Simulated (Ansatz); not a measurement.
# fcc Cu

All values below come from PBEsol in Ansatz (plane waves, PAW).

Numerical settings: plane-wave cutoff 500 eV, 18×18×1 k mesh (along the axes of the cell as run), Fermi–Dirac smearing 0.1 eV, scalar-relativistic PAW data made under PBE.

Cell: relaxed at this level.

```
Item                                  Value
--------------------------------  ---------
surface energy of the (210) face  2.02 J/m²
work function of the (210) face     4.40 eV
```

The slab of 20 atoms is relaxed and unreconstructed.

Computed values are for the static lattice.

Cost on a shared machine: very roughly 4 core-hours.

Ansatz is an electronic-structure program.
